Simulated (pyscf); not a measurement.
HO–Ti(OH)(Cl)–Cl -> H₂O + O=Ti(Cl)–Cl, an elimination (singlet surface; O–Ti, H–O broken, H–O formed). Single points on ωB97X-D3(BJ)/def2-SVP structures (PySCF, gas phase). Energies in kJ/mol from the reactant's lowest minimum found.

Small-basis levels: PySCF, no dispersion term, spherical d functions. AM1 to PM7: differences of heats of formation from MOPAC, which are fitted to 298 K values and so differ in kind from electronic energies by zero-point and thermal terms. Cost: rough CPU time at the saddle relative to B3LYP/6-31G*+LANL2DZ, from one job on a shared machine.

```csv
level,barrier,reaction energy,cost
HF/STO-3G,318.3,+527.2,0.04
SVWN5/6-31G*+LANL2DZ,127.0,+295.0,1
PBE/6-31G*+LANL2DZ,135.3,+235.7,2
B3LYP/STO-3G,219.9,+540.1,0.5
B3LYP/6-31G*+LANL2DZ,154.9,+234.4,1
M06-2X/6-31G*+LANL2DZ,152.8,+232.5,2
B3LYP/6-311+G**+LANL2DZ,164.1,+211.5,1
B3LYP/def2-SVP,147.9,+228.1,1
PM7,294.6,+327.8,under 0.02
ωB97M-D3(BJ)/def2-TZVP,154.6,+209.7,–
```

Against the last row the barrier runs from -27.6 (SVWN5/6-31G*+LANL2DZ) to +163.7 kJ/mol (HF/STO-3G). ωB97M-D3(BJ)/def2-TZVP has limits of its own. On the product side the descent ends in an adduct with a O–Ti contact, 150.4 kJ/mol under the separated species and 89.6 kJ/mol under the saddle at ωB97X-D3(BJ)/def2-TZVP. At ωB97M-D3(BJ) the saddle lies under the separated products, which points to a path from their complex (located at ωB97X-D3(BJ) alone), and parting the products costs more than the saddle. What is counted as broken (O–Ti) persists as a longer contact in the product adduct; parting that adduct is a step of its own. At the saddle there is also a short H–Ti contact that neither side keeps. One saddle was located; it need not be the lowest between these sides.
